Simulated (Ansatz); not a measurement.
A nudged elastic band was laid between two geometries of C2H2F2O (7 atoms, charge 0, multiplicity 1).

Computed with RKS BHLYP-D4/cc-pVDZ in Ansatz.

```
movable images  : 6
climbing image  : no
spring          : 5.0 eV/Å²
optimiser       : quadratic models (default)
start path      : through a guess of the saddle point
force threshold : 0.05 eV/Å
iteration limit : 60
end points      : relaxed
```

Image 0:

```xyz
7
Properties=species:S:1:pos:R:3
F 0.605 -1.507 0.827
C 0.030 -0.310 0.650
O -1.094 -0.310 -0.166
C 0.050 0.307 -0.654
F -0.024 1.641 -0.759
H -0.031 0.259 1.572
H 0.526 -0.149 -1.516
```

Image 7:

```xyz
7
Properties=species:S:1:pos:R:3
F 1.207 -1.594 0.374
C 0.861 -0.396 0.746
O -1.251 0.116 0.121
C 0.023 0.181 -0.375
F 0.418 1.467 -0.585
H -1.251 0.522 0.994
H 0.054 -0.364 -1.321
```

Which bonds break or form, and what moves?

Bonds broken: C2–O3, C2–H6. Bonds formed: O3–H6.

Give the energies along the band, and the barrier.

The forces met the threshold. The highest image is number 4 of 0 to 7, 2.85 eV above the first end and 0.74 eV above the last; the last end lies 2.11 eV above the first. Neighbouring images differ by up to 1.3 eV, so the band resolves the path poorly. No image climbed, so the highest image needn't sit at the top of the path. The orbitals stay closed-shell, which can raise the energy where a bond breaks towards radicals; this wasn't checked here.

```
image  path coordinate (Å)  energy (eV)  C2–O3 (Å)  C2–H6 (Å)  O3–H6 (Å)
    0                 0.00         0.00       1.39       1.09       2.12
    1                 0.34         0.28       1.43       1.07       1.97
    2                 0.69         1.33       1.58       1.07       1.73
    3                 1.03         2.60       1.75       1.17       1.43
    4                 1.37         2.85       1.86       1.44       1.09
    5                 1.71         2.34       2.05       1.84       0.98
    6                 2.05         2.15       2.19       2.15       0.96
    7                 2.40         2.11       2.26       2.32       0.96
```

What is the geometry of the highest image?


```xyz
7
Properties=species:S:1:pos:R:3
F 0.857 -1.522 0.659
C 0.597 -0.246 0.757
O -1.131 0.006 0.127
C 0.055 0.285 -0.528
F 0.229 1.600 -0.755
H -0.753 0.088 1.141
H 0.208 -0.280 -1.446
```

The band took 7 iterations and roughly 2.2 core-minutes.

Run time: 2.2 min on 1 thread of Arm Neoverse V1 (shared host), peak memory 0.14 GiB.
